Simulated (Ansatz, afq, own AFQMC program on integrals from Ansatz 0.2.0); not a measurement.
**AlBH, doublet: AFQMC among the cluster methods**

```yaml
atoms:
  - { symbol: B, position_ang: [0.0000, -0.3653, 1.4659] }
  - { symbol: Al, position_ang: [0.0000, 0.1897, -0.5352] }
  - { symbol: H, position_ang: [0.0000, -1.1607, -1.3956] }
```

Connectivity, by distances: B–AlH.

Basis 6-31G. Only valence electrons are correlated. Integrals, coupled cluster, full CI and functionals: Ansatz 0.2.0; the random walks run on the same integrals in our own AFQMC program. ph-AFQMC/CISD is guided by a CISD state made of CCSD amplitudes; releasing the constraint for a short imaginary time cuts its bias at the price of noise, slowly where states lie close. ± is one standard error of the sampling.

Determinant: ROHF, the one that the program's search chose, which needn't be the lowest solution. The geometry is a point of a scan.

Full CI on the same integrals is exact in this basis and with this determinant's frozen core.

Cautions: a spin-contaminated unrestricted determinant lies lower (UHF 1.23 eV lower, ⟨S²⟩ 1.64); the search met a lower determinant of the same kind, perhaps of another symmetry (250 meV lower), and this one is a saddle point; strong correlation (T1 0.083, weight of the determinant 0.76, largest double 0.26); the released energies are still falling, so no released level is given (meV from the phaseless value at times in 1/Eh: -8 ± 5 at 0.24, -12 ± 4 at 0.51, -25 ± 3 at 0.99, -30 ± 3 at 1.62, -35 ± 4 at 2.40); the ph-AFQMC/CISD walk drifts between its halves (2.3 errors).

The T1 diagnostic is 0.0831. The weight of the determinant in the CISD state is 0.756 and the size of the correlated space is 7 electrons in 18 orbitals.

```
  level  correlation energy (eV)
    MP2                  -2.1842
   CCSD                  -3.3148
CCSD(T)                  -3.4676
```

(1) Estimate where full CI lies against CCSD(T) on the same integrals.

(1) 6.0 kJ/mol below CCSD(T).

Reference: full CI, correlation energy -3.530 eV. The cautions show a poor starting determinant, so the rows tell how each method copes with it here, and full CI is the sure value.

```tsv
level	E − E(reference) (kJ/mol)	share of correlation (%)
CCSD(T)	6.0	98.23
CCSDT	1.6	99.52
CCSDT(Q)	0.3	99.90
CCSDTQ	0.1	99.97
ph-AFQMC/CISD	5.6 ± 0.4	98.36
```

CCSDT and higher add their correlation energy to the determinant of the CCSD(T) run, since their own runs factorise the integrals more tightly (a shift of under 2 meV). A walk keeps the symmetry of its determinant, which the program's search chose and which needn't be the lowest solution, so a lower state of the same spin and another symmetry isn't excluded.
